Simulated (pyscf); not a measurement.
Thermochemistry of product channels of `[F][N][F]` [doublet] + `[GeH2]` [singlet] on the doublet surface, in kJ/mol, from ωB97M-D3(BJ)/def2-TZVP energies (ideal gas, 1 atm, RRHO with modes under 100 cm⁻¹ raised to 100, one conformer, R ln 2 for chiral ones without a mode under 150 cm⁻¹). Single points on ωB97X-D3(BJ)/def2-SVP structures (PySCF, gas phase).

| products | ΔE | ΔH(298 K) | ΔG(600 K) | ΔG(1200 K) |
|---|---|---|---|---|
| `[F][N]=[GeH][F]` + `[H]` [doublet] | -51.7 | -57.2 | -32.4 | -17.9 |
| `[F][N][GeH2][F]` [doublet] | -350.8 | -339.3 | -252.6 | -172.0 |
| `[F][N]([F])[GeH2]` [doublet] | -106.0 | -95.6 | -6.9 | +75.4 |
| `[FH]` + `[F][N]=[GeH]` [doublet] | -180.8 | -171.2 | -169.2 | -171.0 |
| `[F][GeH]` [singlet] + `[NH][F]` [doublet] | -263.3 | -253.7 | -261.6 | -268.3 |

The channel to F–N(F)–GeH₂• turns unfavourable between 298 and 1200 K (ΔG from -51.0 kJ/mol to +75.4 kJ/mol).

These are energies of the channels, which say nothing of barriers. F–N=GeH–F lies 338.4 kJ/mol over its isomer HN=Ge(F)–F (electronic energy, ωB97M-D3(BJ)/def2-TZVP). F–N•–GeH₂–F lies 423.1 kJ/mol over its isomer H₂N–Ge•(F)–F (electronic energy, ωB97M-D3(BJ)/def2-TZVP). Elements up to Kr have no core potential and no relativistic terms here.
